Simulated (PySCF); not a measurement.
**SiP+: bond curves at several levels of theory**

One job finds the state of SiP+, follows it along the bond with each method and fits the curves.

Program: PySCF 2.14.0. Level of theory: Si def2-SVPD, P def2-SVPD, no relativity. These are calculated values, not measurements.

## (1) Set-up

A driver script around PySCF takes these settings:

```json
{
 "atoms": "Si, P",
 "charge": "1",
 "basis": "Si def2-SVPD, P def2-SVPD",
 "Hamiltonian": "no relativity",
 "basis functions": "48",
 "electrons treated": "28",
 "masses in u": "27.9769, 30.9738",
 "levels": "PBE0, PBE, r²SCAN, PW91, BP86, B97-3, CAM-B3LYP, HF, MP2, SCS-MP2, CCSD, CCSD(T)",
 "grid": "80 radial by 434 angular points",
 "occupations": "held fixed by the projection of orbital angular momentum",
 "dissociation limit": "Si+ + P, each in its ground configuration",
 "starting distance in angstrom": "2.280",
 "values of 2S to try": "0, 2, 4"
}
```

On the command line:

```bash
$ OMP_NUM_THREADS=1 python dia.py task.json out
```

The runs that follow: PBE0 along the bond; Excited determinants; PBE (GGA); r²SCAN (meta-GGA); PW91; BP86; B97-3; CAM-B3LYP (range-separated hybrid); UHF (mean field); Adding correlation.

**Question.** What will these runs give? Wanted: for each run, Re; ωe; De; μ.

**Answer**, as computed:

Lowest PBE0 solution found, without spin–orbit coupling: ³Σ⁻ (triplet), unpaired electrons π ↑↑. State 2 has its PBE0 minimum 0.30 eV higher, as a spin-mixed determinant (⟨S²⟩ = 1.01), so this is no gap between pure states. State 3 has its PBE0 minimum 0.47 eV higher. State 4 has its PBE0 minimum 0.63 eV higher, as a spin-mixed determinant (⟨S²⟩ = 1.02), so this is no gap between pure states. The other levels ran on the lowest alone.

```
      level  Re (Å)  ωe (cm⁻¹)  De (eV)  μ (D)
        UHF   2.218        520     1.54  -2.22
    UHF-MP2   2.227        522     2.32    n/a
UHF-SCS-MP2   2.230        511     2.28    n/a
   UHF-CCSD   2.240        497     2.31    n/a
UHF-CCSD(T)   2.249        488     2.44    n/a
        PBE   2.265        478     3.34  -1.54
       PW91   2.264        478     3.36  -1.54
       BP86   2.269        473     3.35  -1.56
     r²SCAN   2.244        496     3.08  -1.59
       PBE0   2.235        507     3.08  -1.68
      B97-3   2.244        497     3.14  -1.73
  CAM-B3LYP   2.222        517     2.94  -1.75
```

De is counted to Si+ + P in their ground configurations. A positive dipole points from Si to P; in an ion it is taken about the centre of mass and does not tell which atom is negative.

What this shows: Bond lengths run from 2.218 Å (UHF) to 2.269 Å (BP86). Of the levels with a De here, UHF gives the least (1.54 eV) and PW91 the most (3.36 eV).

Correlated steps freeze 10 core orbitals. T1 is 0.028 near the minimum (highest on the curve 0.053), which may point to more than one leading configuration.
